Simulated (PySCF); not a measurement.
# HNAl, quartet: reading a ladder of total energies

Geometry: a PBE0/def2-TZVP stationary point for this spin, not checked as a minimum.

| atom | x (Å) | y (Å) | z (Å) |
| --- | --- | --- | --- |
| Al | 0.0000 | -0.0319 | 0.6899 |
| N | 0.0000 | 0.1209 | -1.2129 |
| H | 0.0000 | -0.8261 | -1.6143 |

Basis 6-31G; PySCF 2.14.0. Correlated methods freeze the noble-gas cores, which leaves 9 electrons in 18 orbitals. R marks a restricted (for open shells ROHF) determinant, U an unrestricted one.

Full CI is exact within this basis and frozen core; it isn't the basis-set limit. The frozen core follows each run's orbitals, which can shift R against U totals by a few meV.

UCCSD has a T1 diagnostic of 0.027 and a largest doubles amplitude of 0.05.

Restricted and unrestricted runs freeze slightly different cores, so the step to full CI, which has another core, is uncertain by up to 0.1 kcal/mol.

| level | total energy (hartree) |
| --- | --- |
| UHF | -296.781538 |
| UMP2 | -296.878284 |
| UCCSD | -296.896271 |
| UCCSD(T) | -296.898809 |
| UCCSDT | -296.899412 |
| full CI | -296.899715 |

Problem. What is the correlation energy at full CI, and what share of it do UMP2 and UCCSDT recover?

Solution. E(corr) = -296.899715 − (-296.781538) = -0.118177 hartree = -3.216 eV. UMP2: -0.096746 / -0.118177 = 81.87 %. UCCSDT: -0.117874 / -0.118177 = 99.74 %.

Problem. By how many kcal/mol does UCCSD(T) miss full CI (1 hartree = 627.509 kcal/mol), and which steps make up the rest?

Solution. -296.898809 − (-296.899715) = 0.000906 hartree = 0.57 kcal/mol. Steps: UCCSDT − UCCSD(T) = -0.38, full CI − UCCSDT = -0.19 kcal/mol. That is within 1 kcal/mol of the reference in this basis, which itself misses far more of the correlation at the basis-set limit.
